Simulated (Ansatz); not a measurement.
Mulliken charges of C$_{3}$H$_{4}$FNS, SMILES `C#CC(N)(F)S` from r2SCAN/def2-TZVPP in Ansatz (PBE0-D4/def2-TZVP geometry).

```json
{"atom": "C1", "x (Å)": "-0.090", "y (Å)": "0.336", "z (Å)": "-2.167", "charge (e)": "0.201"}
{"atom": "C2", "x (Å)": "0.081", "y (Å)": "0.092", "z (Å)": "-1.006", "charge (e)": "-0.429"}
{"atom": "C3", "x (Å)": "0.285", "y (Å)": "-0.201", "z (Å)": "0.408", "charge (e)": "0.224"}
{"atom": "N4", "x (Å)": "-0.652", "y (Å)": "-1.149", "z (Å)": "0.871", "charge (e)": "-0.300"}
{"atom": "F5", "x (Å)": "1.561", "y (Å)": "-0.708", "z (Å)": "0.569", "charge (e)": "-0.188"}
{"atom": "S6", "x (Å)": "0.186", "y (Å)": "1.339", "z (Å)": "1.410", "charge (e)": "-0.169"}
{"atom": "H7", "x (Å)": "-0.239", "y (Å)": "0.555", "z (Å)": "-3.198", "charge (e)": "0.240"}
{"atom": "H8", "x (Å)": "-0.794", "y (Å)": "-1.117", "z (Å)": "1.871", "charge (e)": "0.154"}
{"atom": "H9", "x (Å)": "-1.523", "y (Å)": "-1.130", "z (Å)": "0.365", "charge (e)": "0.168"}
{"atom": "H10", "x (Å)": "1.269", "y (Å)": "1.932", "z (Å)": "0.880", "charge (e)": "0.098"}
```

Question: By hand: the dipole of these point charges (1 e Å = 4.8032 D).

Answer: Σ q r = (-0.429, 0.195, -0.851) e Å, of length 0.973 e Å = 4.67 D.

Question: How does the dipole of the full density compare? (An estimate is asked.)

Answer: Ansatz gave: (-0.367, 0.126, -0.155) e Å, 2.01 D; the point charges give 2.32 times that, at 39° from its direction.

Point charges leave out the atoms' own dipoles, such as those of lone pairs, and Mulliken's split depends on the basis, so the two needn't agree.
